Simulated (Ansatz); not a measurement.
Two shapes of doublet C₃H₄(+).

Shape 1:

```xyz
7

C     0.2789   -0.7611   -0.2584
C    -0.2801    0.6136   -0.4386
C    -0.0040    0.2890    0.7677
H     1.3086   -0.9742   -0.5508
H    -0.3738   -1.6319   -0.3432
H    -0.6484    1.3332   -1.1491
H     0.0305    0.5357    1.8148
```

Shape 2:

```xyz
7

C    -0.7736   -0.3072    0.1956
C     0.6879   -0.4243   -0.1223
C     0.2131    0.7821   -0.1055
H    -1.1246   -0.4598    1.2291
H    -1.5242   -0.5921   -0.5594
H     1.5244   -1.1049   -0.2588
H     0.3600    1.8533   -0.2176
```

Basis set: def2-SVP (spherical functions). Frozen core: 3 orbitals. Charge 1, multiplicity 2.

Computed with Ansatz (development build ahead of 0.2.0); each method stands on the lowest determinant of its kind that the runs found.

Problem. Which shape is lower in energy, and by how much in each method?

Solution.

```json
{"method": "UHF", "E(2) − E(1) (eV)": "-0.078"}
{"method": "UHF-MP2", "E(2) − E(1) (eV)": "-0.108"}
{"method": "PBE0 (unrestricted)", "E(2) − E(1) (eV)": "-0.101"}
```

Shape 2 is lower.
